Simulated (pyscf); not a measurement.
Four-centre exchange: H₃C–O–B(O–CH₃)–O–CH₃ + H₂O → H₃C–OH + H₃C–O–B(OH)–O–CH₃

Gas phase, singlet surface, charge 0. Bonds broken: O2–B3, O17–H18. Bonds formed: O2–H18, B3–O17. Optimised with ωB97X-D3(BJ)/def2-SVP in PySCF.

Transition state (Å):

```xyz
19

C     -1.0862    -1.4535    -0.4743
O     -0.7521    -1.2782     0.8866
B     -0.2081     0.0980     1.4781
O     -0.8941     0.4514     2.6457
C     -2.1270     1.1069     2.5022
O     -0.0189     1.0886     0.5121
C      1.0672     1.0823    -0.3741
H     -1.8779    -2.2145    -0.5603
H     -0.2159    -1.7849    -1.0679
H     -1.4522    -0.5024    -0.8918
H     -2.8797     0.4485     2.0274
H     -2.4984     1.3880     3.5003
H     -2.0306     2.0213     1.8904
H      0.9451     0.3391    -1.1853
H      1.1442     2.0765    -0.8422
H      2.0172     0.8653     0.1439
O      1.0797    -0.6936     1.9123
H      0.3688    -1.4940     1.4022
H      1.0708    -0.7507     2.8786
```

One imaginary mode, 1211i cm⁻¹; descent along it reached the two sides named, in the forms told below.

| bond | change | reactant side (Å) | saddle | product side |
|---|---|---|---|---|
| O2–B3 | breaks | 1.379 | 1.594 | 2.9 |
| O17–H18 | breaks | 0.969 | 1.186 | 2.109 |
| O2–H18 | forms | 2.099 | 1.252 | 0.966 |
| B3–O17 | forms | 2.7 | 1.573 | 1.381 |

Electronic energies relative to the separated reactants (kJ/mol):

| level | barrier | reaction energy | reverse barrier |
|---|---|---|---|
| ωB97X-D3(BJ)/def2-TZVP | 102.0 | +0.7 | 101.3 |
| PBE/def2-TZVP | 91.7 | -3.8 | 95.5 |
| r²SCAN/def2-TZVP | 91.8 | -1.2 | 93.0 |
| B3LYP-D3(BJ)/def2-TZVP | 106.7 | +0.4 | 106.3 |
| PBE0-D3(BJ)/def2-TZVP | 91.1 | -1.0 | 92.1 |
| M06-2X/def2-TZVP | 94.0 | +0.8 | 93.2 |
| ωB97M-D3(BJ)/def2-TZVP | 99.7 | -0.4 | 100.1 |
| HF/def2-TZVP | 178.0 | -5.0 | 183.1 |

With ωB97M-D3(BJ)/def2-TZVP energies and thermal terms (ideal gas, 1 atm, RRHO with modes under 100 cm⁻¹ raised to 100, one conformer, R ln 2 for chiral ones without a mode under 150 cm⁻¹), in kJ/mol:

```csv
T (K),ΔH‡,ΔG‡,ΔH,ΔG
298,93.9,144.5,+1.7,-1.5
600,93.9,196.1,+0.1,-3.8
900,96.4,246.8,-0.4,-5.7
1200,99.7,296.4,-0.5,-7.4
```

On the product side the descent ends in a complex, 18.6 kJ/mol under the separated species and 119.9 kJ/mol under the saddle at ωB97X-D3(BJ)/def2-TZVP. The reactants may also form a dative adduct at H₃C–O–B(O–CH₃)–O–CH₃; it and routes through it were not searched. The products may also form a dative adduct at H₃C–O–B(OH)–O–CH₃; it and routes through it were not searched. H₃C–O–B(O–CH₃)–O–CH₃ lies 126.0 kJ/mol over its isomer H₃C–CH(CH₃)–O–B(OH)–OH (electronic energy, ωB97M-D3(BJ)/def2-TZVP). H₃C–O–B(OH)–O–CH₃ lies 65.4 kJ/mol over its isomer H₃C–CH₂–O–B(OH)–OH (electronic energy, ωB97M-D3(BJ)/def2-TZVP). This is the saddle that the search found; another between the same sides may lie lower.
